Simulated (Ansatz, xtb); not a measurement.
Relative energy of two structures of BH3N+

Structure a is `[B][NH3+]`, a singlet and structure b is a singlet given by its coordinates. Both are isolated ions in the gas phase, relaxed with PBE-D3(BJ)/def2-SVP.

a (Å):

```xyz
5

B    -1.3079    0.8681   -0.0241
N    -0.7444   -0.1142    1.1078
H    -1.0534    0.1928    2.0595
H     0.3019   -0.1343    1.1009
H    -1.0853   -1.0926    0.9598
```

b (Å):

```yaml
atoms:
  - { symbol: B, position_ang: [0.3891, 0.1184, -0.0428] }
  - { symbol: N, position_ang: [0.1941, -1.0758, -0.2982] }
  - { symbol: H, position_ang: [1.0452, 1.1943, 0.3180] }
  - { symbol: H, position_ang: [0.1122, 1.3920, 0.0969] }
  - { symbol: H, position_ang: [0.0330, -2.0631, -0.5085] }
```

Close contacts (Å): B1–N2 1.24, B1–H3 1.31, B1–H4 1.31, N2–H5 1.02.

Q: Which of the two would you expect CCSD(T)/def2-TZVPP electronic energies to favour?

A: Structure a; the calculation gives E(b) − E(a) = +106.7 kJ/mol.

The same difference at several levels:

| level | geometry | E(b) − E(a) (kJ/mol) | departure from the last row (kJ/mol) | job, with rough time for the two |
| --- | --- | --- | --- | --- |
| GFN2-xTB | GFN2-xTB | −152.0 | −258.7 | optimisation, 0.08 s |
| HF/STO-3G | GFN2-xTB | +220.8 | +114.1 | single point, 0.14 s |
| r2SCAN-D4/def2-SVP | GFN2-xTB | +28.9 | −77.7 | single point, 1.6 s |
| PBE-D3(BJ)/def2-SVP | PBE-D3(BJ)/def2-SVP | +28.5 | −78.1 | optimisation, 6 s |
| HF/def2-TZVPP | PBE-D3(BJ)/def2-SVP | +189.1 | +82.4 | part of the CCSD(T) run |
| MP2/def2-TZVPP | PBE-D3(BJ)/def2-SVP | +64.8 | −41.9 | part of the CCSD(T) run |
| CCSD(T)/def2-TZVPP | PBE-D3(BJ)/def2-SVP | +106.7 |  | single point, 6.4 s |

GFN2-xTB puts the two in the other order. The largest departure from CCSD(T)/def2-TZVPP is that of GFN2-xTB, 258.7 kJ/mol.

With harmonic frequencies from PBE-D3(BJ)/def2-SVP (ideal gas, rigid rotor, one conformer each, 298.15 K, 1 atm): the zero-point term adds −16.0 kJ/mol; ΔH is +92.4 and ΔG +90.8 kJ/mol.

The T1 diagnostic of structure b is large, so the coupled-cluster value is less sure. The correlated steps freeze 2 core orbitals. Programs: Ansatz 0.2.0, xtb 6.7.1; the last row on 1 thread of Arm Neoverse V1 on a shared host.
